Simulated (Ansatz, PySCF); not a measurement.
This PySCF input computes a BLYP/def2-TZVPD energy:

```python
from pyscf import gto, scf, dft

mol = gto.M(
    atom='''
    C    -0.18331015    0.82218101   -0.00200557
    C     0.95939345    1.42913572   -0.00491648
    Cl   -0.32505073   -0.94519596    0.00290529
    H    -1.15024766    1.30588412   -0.00222400
    H     2.01961031    1.25454689   -0.00563361
    ''',
    basis='def2-tzvpd',
    charge=0,
    spin=1,
    verbose=4,
)

mf = dft.UKS(mol, xc='blyp').density_fit(auxbasis='def2-universal-jkfit')
mf.grids.level = 3
mf.conv_tol = 1e-9
mf.max_cycle = 100
mf.max_memory = 1500
mf.kernel()
if not mf.converged:
    mf = mf.newton()
    mf.kernel(mf.make_rdm1())
for _ in range(2):
    mo, _, stable, _ = mf.stability(return_status=True)
    if stable:
        break
    mf.kernel(mf.make_rdm1(mo, mf.mo_occ))
mf.analyze()
```

Write an input for the same energy in Ansatz (an electronic-structure program) and say what it gives.


Ansatz 0.2 input:
```yaml
crystal:
  periodic: [false, false, false]
  atoms:
    - {symbol: C, position_ang: [-0.18331015, 0.82218101, -0.00200557]}
    - {symbol: C, position_ang: [0.95939345, 1.42913572, -0.00491648]}
    - {symbol: Cl, position_ang: [-0.32505073, -0.94519596, 0.00290529]}
    - {symbol: H, position_ang: [-1.15024766, 1.30588412, -0.00222400]}
    - {symbol: H, position_ang: [2.01961031, 1.25454689, -0.00563361]}
basis:
  gaussian:
    orbitals: def2-TZVPD
hamiltonian:
  xc: {name: BLYP}
magnetization: {spin_polarized: true, initial_magnetization: 1}
output: {forces: true}
```
It gives -537.51552 Eh, and PySCF -537.51558 Eh, a difference of 0.06 mEh, from the treatment of integrals and grids.

It need not be the lowest isomer of its formula.
